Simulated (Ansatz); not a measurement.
in.yaml

```yaml
crystal:
  periodic: [false, false, false]
  atoms:
    - {symbol: Si, position_ang: [0.000000, 0.000000, 0.505242]}
    - {symbol: B, position_ang: [0.000000, 0.000000, -1.316005]}
    - {symbol: H, position_ang: [0.000000, 1.265985, 1.266213]}
    - {symbol: H, position_ang: [0.000000, -1.265985, 1.266213]}
    - {symbol: H, position_ang: [0.000000, 0.000000, -2.495380]}
basis:
  gaussian: {orbitals: cc-pVDZ}
magnetization: {spin_polarized: false, initial_magnetization: 2}
correlation: {method: fic_mrcisd_q, electrons: outside_noble_gas, active_space: {window: {electrons: 10, orbitals: 11}, shells: [{species: B, l: s, shell: 2}, {species: B, l: p, shell: 2}, {species: H, l: s, shell: 1}, {species: Si, l: s, shell: 3}, {species: Si, l: p, shell: 3}]}}
```

```sh
$ ansatz run in.yaml --threads 2 --pin off --events-out ev --progress --plain --max-ram 16896MiB --backend cuda --devices 0, --max-vram 18GiB
```

Output:

```
865 factors; integrals over basis functions are off by at most 1.5e-7 eV
mean field evaluation 1: about -8576.9038 eV, gradient 1.2e1 eV
mean field evaluation 2: about -8576.9403 eV, gradient 1.2e1 eV
mean field evaluation 4: about -8577.9353 eV, gradient 1.3e0 eV
mean field evaluation 8: about -8577.9448 eV, gradient 1.4e-1 eV
mean field -8577.94517475 eV, -315.2336708321 hartree, gradient 1.8e-6 eV, S^2 2.000000; 0 other end points of the search recorded, 0 dependent functions left out
reference -8577.94517475 eV, -315.2336708321 hartree; 12, 10 occupied and 35, 37 virtual orbitals, 865 factors
state -8579.91663161 eV, -315.3061205352 hartree
contracted CI cycle   1: correlation 0.00000000 eV, 0.0000000000 hartree, residual 1.36e1 eV
contracted CI cycle   2: correlation -3.04824620 eV, -0.1120209817 hartree, residual 2.87e0 eV
contracted CI cycle   3: correlation -3.17999103 eV, -0.1168625150 hartree, residual 5.68e-1 eV
contracted CI cycle   4: correlation -3.18536502 eV, -0.1170600053 hartree, residual 1.31e-1 eV
contracted CI cycle   5: correlation -3.18563682 eV, -0.1170699937 hartree, residual 2.92e-2 eV
contracted CI cycle   6: correlation -3.18565018 eV, -0.1170704849 hartree, residual 6.85e-3 eV
contracted CI cycle   7: correlation -3.18565088 eV, -0.1170705105 hartree, residual 1.56e-3 eV
contracted CI cycle   8: correlation -3.18565092 eV, -0.1170705119 hartree, residual 3.63e-4 eV
state -8579.91663161 eV, -315.3061205352 hartree; corrected -8583.30486231 eV, -315.4306357170 hartree
Total energy: -8583.30486231 eV, -315.4306357170 hartree
Checks for a lower state left out: starts, orbital_swaps
```

Natural occupations: 1.9820 1.9769 1.9734 1.9663 0.9991 0.9923 0.0378 0.0223 0.0177 0.0171 0.0151.

For the same geometry and basis UCCSDT(Q) lies 23.7 meV lower.

Ran on 2 threads of AMD EPYC 7R13 with a shared H100 80 GB, shared host: 28 s wall, 0.99 GiB peak host memory.
